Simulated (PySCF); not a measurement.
A computed geometry (GFN2-xTB, dihedral held):
```
atom  x, y, z in Å
C1     1.5522   -0.3595   -0.1351
C2     0.5836    0.5941    0.5747
C3    -0.7007    0.6758   -0.1871
C4    -0.8000    1.7262   -1.2359
S5    -1.9170   -0.3610    0.1024
H6     2.4785   -0.4345    0.4283
H7     1.1095   -1.3494   -0.2154
H8     1.7837   -0.0023   -1.1359
H9     1.0408    1.5833    0.6510
H10    0.3896    0.2103    1.5774
H11   -0.9142    2.7012   -0.7580
H12    0.1114    1.7613   -1.8321
H13   -1.6575    1.5539   -1.8807
```

Neutral, closed shell.

Read off the bonds between heavy atoms and their formal orders.

C1–C2 1.53 Å (single); C2–C3 1.50 Å (single); C3–C4 1.49 Å (single); C3–S5 1.62 Å (double). Bonds to hydrogen (Å): C1–H6 1.09; C1–H7 1.09; C1–H8 1.09; C2–H9 1.09; C2–H10 1.09; C4–H11 1.09; C4–H12 1.09; C4–H13 1.09. The orders are those of one drawing; other resonance forms can be drawn.

Write the SMILES.

`CCC(C)=S`, C4H8S.

What is the point group of this geometry?

C1 (no symmetry element, even within 0.4 Å).

Describe the place of each heavy atom.

C1: methyl carbon; C2: chain CH2 carbon; C3: thiocarbonyl carbon; C4: methyl carbon; S5: thiocarbonyl sulfur.

What is the arrangement about C4?

It has 4 neighbours (C3, H11, H12, H13) and is tetrahedral (angles from 107.4° to 111.0°).

What is the arrangement about C1?

It has 4 neighbours (C2, H6, H7, H8) and is tetrahedral (angles from 108.5° to 110.9°).

The geometry is a constrained GFN2-xTB structure with the dihedral C1–C2–C3–C4 held at 270°, isolated molecule; it need not be a minimum.
